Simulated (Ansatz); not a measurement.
# H4Si: the cost of one run

Program: Ansatz 0.2.0. Level of theory: UKS r2SCAN-D4/cc-pVDZ. These are calculated values, not measurements.

## (1) The system as given

Bond lengths: Si1–H2 1.461 Å, Si1–H3 1.461 Å, Si1–H4 1.461 Å, Si1–H5 1.461 Å. Angles: H2–Si1–H3 109.4°, H2–Si1–H4 109.4°, H2–Si1–H5 109.5°, H3–Si1–H4 109.5°, H3–Si1–H5 109.5°, H4–Si1–H5 109.6°.

As a file:

```xyz
5

Si    0.0000    0.0003   -0.0008
H     0.9513   -0.6773    0.8764
H    -1.3090    0.0442    0.6460
H    -0.1032   -0.7292   -1.2622
H     0.4609    1.3620   -0.2594
```

## (2) Preparing the start

File input.yaml:

```yaml
crystal:
  periodic: [false, false, false]
  atoms:
    - { symbol: Si, position_ang: [-2.0e-05, 0.00027, -0.00078] }
    - { symbol: H, position_ang: [0.95125, -0.67731, 0.87641] }
    - { symbol: H, position_ang: [-1.30898, 0.0442, 0.64596] }
    - { symbol: H, position_ang: [-0.10316, -0.72917, -1.26215] }
    - { symbol: H, position_ang: [0.46091, 1.36202, -0.25944] }
magnetization:
  spin_polarized: true
basis:
  gaussian: { orbitals: cc-pVDZ }
hamiltonian:
  xc: r2scan
  dispersion: d4
relax:
  f_tol: 0.02
  max_steps: 40
```

Started as:

```
> ansatz run input.yaml --threads 1 --pin off --max-ram 2048MiB --backend cpu --events-out ev --progress --plain --runs-dir out
```

**Question.** How long does this run take on 1 thread of an Arm CPU, shared host, and how much memory does it need?

About 6.2 s, with a peak of 0.11 GiB.
